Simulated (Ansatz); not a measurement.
# CH2AlN (SMILES N#[C][AlH2]): PBE-QIDH/aug-cc-pVDZ

What is the energy change on altering one bond length of CH2AlN at PBE-QIDH/aug-cc-pVDZ? 

The calculation is run with Ansatz 0.2.0.

69 further runs of the same task are left out: 69 set aside as unsound or not needed.

### 1 Starting point

CH2AlN has 5 atoms, charge 0, and is taken as a singlet. As SMILES, `N#[C][AlH2]`. The coordinates come from a PBE0-D4/def2-TZVP relaxation.

Bond lengths: N1–C2 1.154 Å, C2–Al3 1.938 Å, Al3–H4 1.573 Å, Al3–H5 1.572 Å. Angles: N1–C2–Al3 180.0°, C2–Al3–H4 117.0°, C2–Al3–H5 117.0°, H4–Al3–H5 126.1°.

### 2 The energy at PBE-QIDH/aug-cc-pVDZ

job.yaml reads:

```yaml
crystal:
  periodic: [false, false, false]
  atoms:
    - {symbol: N, position_ang: [1.382300, -1.346000, 1.394200]}
    - {symbol: C, position_ang: [0.714200, -0.698000, 0.711800]}
    - {symbol: Al, position_ang: [-0.407200, 0.390000, -0.434600]}
    - {symbol: H, position_ang: [-1.629700, -0.322900, -1.120200]}
    - {symbol: H, position_ang: [-0.009700, 1.903200, -0.592600]}
basis:
  gaussian:
    orbitals: aug-cc-pVDZ
total_charge: 0
hamiltonian:
  xc: {name: PBE-QIDH}
correlation:
  frozen_orbitals: {Al: 5, C: 1, H: 0, "N": 1}
accuracy: high
output:
  orbitals: {seedname: orbitals}
```

Started as:

```console
$ ansatz run job.yaml --threads 1 --pin off --max-ram 3480MiB --events-out events.jsonl --progress --plain --runs-dir runs
```

What it wrote:

```text
Warning: RAYON_NUM_THREADS=1 ignored (pool sized by the plan → 1); use --threads N
Functional definition: PBE-QIDH
  name "PBE-QIDH"
  parameter a = 3^(-1/3)
  parameter c = 1/3
  exchange = (1 - a)*pbe_x + a*exact_x
  correlation = (1 - c)*pbe_c + c*(mp2_os + mp2_ss)
1733 factors; integrals over basis functions are off by at most 3.3e-9 eV
mean field evaluation 1: about -9140.1644 eV, gradient 3.1e1 eV
mean field evaluation 2: about -9140.1629 eV, gradient 3.1e1 eV
mean field evaluation 4: about -9142.5276 eV, gradient 6.1e0 eV
mean field evaluation 8: about -9142.6183 eV, gradient 3.5e-2 eV
mean field evaluation 16: about -9142.6183 eV, gradient 2.2e-6 eV
mean field -9142.61832215 eV, -335.9850262499 hartree, gradient 2.3e-8 eV, S^2 0.000000; 0 other end points of the search recorded, 0 dependent functions left out
7 core orbitals not correlated: weight in the atoms' cores, before any rotation towards them, 1.000 or more for the frozen orbitals, at most 0.000 for the correlated occupied ones
reference -9142.61832539 eV, -335.9850263688 hartree; 7, 7 occupied and 77, 77 virtual orbitals, 1733 factors
second order -11.09209666 eV of doubles, -0.00000000 eV of singles
Total energy: -9146.31569095 eV, -336.1209020468 hartree
```

Wall time 6.6 s (1 thread of Arm Neoverse V2, shared host); peak memory 0.24 GiB.

### 3 The distorted shape, same level

run.yaml reads:

```yaml
crystal:
  periodic: [false, false, false]
  atoms:
    - {symbol: "N", position_ang: [2.727972, -2.651593, 2.769872]}
    - {symbol: C, position_ang: [2.059872, -2.003593, 2.087472]}
    - {symbol: Al, position_ang: [-0.407200, 0.390000, -0.434600]}
    - {symbol: H, position_ang: [-1.629700, -0.322900, -1.120200]}
    - {symbol: H, position_ang: [-0.009700, 1.903200, -0.592600]}
basis:
  gaussian:
    orbitals: aug-cc-pVDZ
hamiltonian:
  xc: {name: PBE-QIDH}
correlation:
  frozen_orbitals: {Al: 5, C: 1, H: 0, "N": 1}
accuracy: high
output: {orbitals: {seedname: orbitals}}
```

Started as:

```console
$ ansatz run run.yaml --threads 1 --pin off --max-ram 3480MiB --events-out events.jsonl --progress --plain --runs-dir runs
```

What it wrote (excerpt; [...] marks lines left out):

```text
Warning: RAYON_NUM_THREADS=1 ignored (pool sized by the plan → 1); use --threads N
Functional definition: PBE-QIDH
  name "PBE-QIDH"
[...]
1722 factors; integrals over basis functions are off by at most 3.5e-9 eV
[...]
mean field -9137.47296047 eV, -335.7959376957 hartree, gradient 4.5e-8 eV, S^2 0.000000; 0 other end points of the search recorded, 0 dependent functions left out; unrestricted orbitals would lower it
7 core orbitals not correlated: weight in the atoms' cores, before any rotation towards them, 1.000 or more for the frozen orbitals, at most 0.000 for the correlated occupied ones
reference -9137.47296274 eV, -335.7959377792 hartree; 7, 7 occupied and 77, 77 virtual orbitals, 1722 factors
second order -11.44775879 eV of doubles, -0.00000000 eV of singles
Total energy: -9141.28888234 eV, -335.9361702378 hartree
```

It took 6.3 s on 1 thread of Arm Neoverse V2, shared host; peak memory 0.29 GiB.

### 4 What came out

Level: PBE-QIDH/aug-cc-pVDZ, 7 core orbitals frozen.

| quantity | value |
| --- | --- |
| first shape: total energy | -336.12090 Eh |
| first shape: HOMO energy (SCF part's orbitals) | -11.29 eV |
| first shape: LUMO energy (SCF part's orbitals) | -1.09 eV |
| first shape: HOMO–LUMO gap (SCF part's orbitals) | 10.20 eV |
| distorted shape: total energy | -335.93617 Eh |
| distorted shape: HOMO energy (SCF part's orbitals) | -8.35 eV |
| distorted shape: LUMO energy (SCF part's orbitals) | -4.00 eV |
| distorted shape: HOMO–LUMO gap (SCF part's orbitals) | 4.35 eV |
| energy change with the C2–Al3 bond stretched from 1.938 to 4.263 Å | 5.027 eV |

In words: With the C2–Al3 bond stretched from 1.938 to 4.263 Å the energy rises by 5.03 eV (116 kcal/mol). The first shape isn't relaxed at this level, so the change isn't measured from a minimum. The restricted solution (distorted shape) is unstable to spin breaking: an unrestricted one lies lower.
